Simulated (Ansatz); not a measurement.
Reaction (hydrogenolysis of a C–F bond): `C=C(C=S)CF` + H₂ → `C=C(C)C=S` + H–F

Gas-phase electronic energies from Ansatz, PBE0-D4/def2-TZVP geometries. CCSD(T)/CBS is the MP2 limit (def2-TZVPP, def2-QZVPP) plus CCSD(T) − MP2 in def2-TZVPP, frozen cores. This one scheme is used for every species. Functionals use def2-TZVPP. Each species was taken in one conformer, which may not be the lowest.

```
             level  ΔE (kcal/mol)
           PBE0-D4          -25.3
           ωB97M-V          -24.1
    MP2/def2-TZVPP          -27.6
SCS-MP2/def2-TZVPP          -26.3
```

Problem. What does CCSD(T)/CBS give? (Estimate.)

Solution. The calculation gave: -26.7 kcal/mol. The listed levels differ from it by 1.4, 2.6, -0.9, 0.4 kcal/mol.

Largest T1 diagnostic among the species: 0.015.

In def2-TZVPP, CCSD(T) changes the Hartree–Fock value by −0.8 kcal/mol (the triples alone add +0.5 kcal/mol) and MP2 by −2.6 kcal/mol. From PBE to PBE0 (25 % exact exchange), in def2-TZVPP and without D4, ΔE moves by −1.5 kcal/mol.
